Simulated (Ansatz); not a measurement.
# Al₂H₂ (triplet): the correlation ladder at scale of all distances = 1.987, 6-31G

How much of the correlation energy of Al₂H₂ (triplet) does each wave-function method recover here?

The runs use Ansatz 0.2.0, Gaussian basis; 6-31G, core rule «outside noble gas», up to 10 orbitals frozen.

Plan: UHF; CCSD(T) on ROHF; CCSD(T) on UHF; BCCD(T) on ROHF; CISD; CCSDT(Q) on ROHF; CCSDT(Q) on UHF; CISDTQ; CASSCF and MRCISD+Q, 4 electrons in 4 orbitals; CASSCF and NEVPT2, 4 electrons in 4 orbitals; CASSCF and MRCISD+Q, 8 electrons in 10 orbitals; CASSCF and NEVPT2, 8 electrons in 10 orbitals; Full CI.

15 further runs of the same task are left out: 13 that didn't finish, 2 set aside as unsound or not needed.

## (1) The geometry

The geometry derives from a PBE0/def2-TZVP stationary point (not a proven minimum). All distances are scaled together.

4 atoms, charge 0, spin multiplicity 3.

Atoms are counted from 1 here; the program's logs count them from 0.

No contacts short enough for the rule that draws bonds.

## (2) UHF

Contents of in.yaml:

```yaml
crystal:
  periodic: [false, false, false]
  atoms:
    - {symbol: Al, position_ang: [0.000000, 0.000000, 2.285062]}
    - {symbol: Al, position_ang: [0.000000, 0.000000, -2.285062]}
    - {symbol: H, position_ang: [0.000000, 0.000000, 5.413679]}
    - {symbol: H, position_ang: [0.000000, 0.000000, -5.413679]}
basis:
  gaussian: {orbitals: 6-31G}
magnetization: {spin_polarized: true, initial_magnetization: 2}
hamiltonian: {xc: hf}
output: {orbitals: {seedname: orbitals}}
```

Run with:

```bash
$ ansatz run in.yaml --threads 1 --pin off --events-out ev --progress --plain --max-ram 2393MiB
```

Further steps of the session: CCSD(T) on ROHF; CCSD(T) on UHF; BCCD(T) on ROHF; CISD; CCSDT(Q) on ROHF; CCSDT(Q) on UHF; CISDTQ; CASSCF and MRCISD+Q, 4 electrons in 4 orbitals; CASSCF and NEVPT2, 4 electrons in 4 orbitals; CASSCF and MRCISD+Q, 8 electrons in 10 orbitals; CASSCF and NEVPT2, 8 electrons in 10 orbitals; Full CI.

Q: Predict the results of all the runs planned. Wanted: FCI below the RHF energy; RMP2 from FCI; UMP2 from FCI; RCCSD from FCI; RCCSD(T) from FCI; UCCSD(T) from FCI; RCCSDT(Q) from FCI; UCCSDT(Q) from FCI; NEVPT2 pair from FCI.

**Answer**, as computed:

| quantity | value |
| --- | --- |
| FCI below the RHF energy | -3.0404 eV |
| RMP2 from FCI | +1386.4 meV |
| UMP2 from FCI | +1129.1 meV |
| RCCSD from FCI | +90.9 meV |
| RCCSD(T) from FCI | +48.2 meV |
| UCCSD(T) from FCI | +58.4 meV |
| RCCSDT(Q) from FCI | +29.5 meV |
| UCCSDT(Q) from FCI | +30.0 meV |
| NEVPT2 pair from FCI | +752.8 meV |
| levels within 1 kcal/mol (43 meV) | RCCSDT, UCCSDT, RCCSDT(Q), UCCSDT(Q) |
| T1 diagnostic | 0.054 |
| effectively unpaired electrons | 3.28 |

In words: RCCSD(T) misses by +48.2 meV, 1.6 % of the correlation energy. With 3.3 effectively unpaired electrons against 2 the state is strongly multireference. Coupled cluster on one determinant still stays close here. These misses are within one basis, not against nature; the frozen cores of restricted and unrestricted runs differ, which can shift their rows.
